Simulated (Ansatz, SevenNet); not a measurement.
Polycrystal shear modulus (GPa) of solids drawn from the class of intermetallic compounds, at two levels: the machine-learned potential SevenNet-0 (trained on PBE and PBE+U data), and PBE (PAW; Ansatz, a first-principles code).

```
solid                   SevenNet-0   PBE  shift (%)
----------------------  ----------  ----  ---------
fluorite PtAl2                27.6  38.9        +41
L1₀ (CuAu-type) CuAu          24.5  28.8      +17.6
CsCl-type CuZn                13.6  34.9       +157
L1₂ (Cu3Au-type) Pt3Ti        57.2   112        +96
antifluorite Mg2Ge            20.1  42.4       +111
CsCl-type RuAl                59.9   107        +79
L1₀ (CuAu-type) TiAl          23.8  69.4       +192
L1₂ (Cu3Au-type) Ni3Fe        53.9  95.8        +78
L1₀ (CuAu-type) FePt          56.1  92.7        +65
L1₂ (Cu3Au-type) Cu3Au        39.4  46.5      +18.0
```

The shifts run from +17.6 % to +192 %, with a median of +78 %.

Over all 10 rows PBE is the larger in 10.

Ansatz's runs of these crystals have no spin polarisation, but for L1₂ (Cu3Au-type) Ni3Fe, L1₀ (CuAu-type) FePt.

Density-functional runs with spin start from parallel moments for L1₂ (Cu3Au-type) Ni3Fe, parallel moments for L1₀ (CuAu-type) FePt.

Spin–orbit coupling is left out, also for the solids with elements from indium on (fluorite PtAl2, L1₀ (CuAu-type) CuAu, L1₂ (Cu3Au-type) Pt3Ti, L1₀ (CuAu-type) FePt, L1₂ (Cu3Au-type) Cu3Au); its size isn't shown.

Each level is taken at its own relaxed cell. Ansatz's density-functional and Hartree–Fock values are scalar-relativistic unless marked +SOC, with PAW data made under PBE.
